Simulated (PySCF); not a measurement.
**Ionisation energy of Mg by level of theory**

Mg [Ne] 3s2 → Mg⁺ [Ne] 3s1 [3s1/2^1, M_J = 1/2], as a difference of total energies. All numbers are calculated (PySCF 2.14, the two-component X2C-1e Hamiltonian, in x2c-SVPall-2c (4s4p1d, 21 functions)). Correlated levels: [Ne] frozen. "Screened" scales the spin-orbit matrix elements by Boettger's factors to mimic the two-electron term; Breit and QED terms are absent.

| method | ionisation energy (eV) |
| --- | --- |
| GHF (screened spin-orbit) | 6.588 |
| GMP2 (screened spin-orbit) | 7.141 |

How much does correlation contribute at GMP2 (screened spin-orbit)?

7.141 − (6.588) = 0.553 eV, measured against GHF (screened spin-orbit).

Errors of the correlated levels include the incompleteness of this basis and the frozen core.

MP2 underrates the near-degeneracy of ns² with np² in the lower species.

For comparison: 7.646 eV (measured; NIST Atomic Spectra Database, ionization energies).
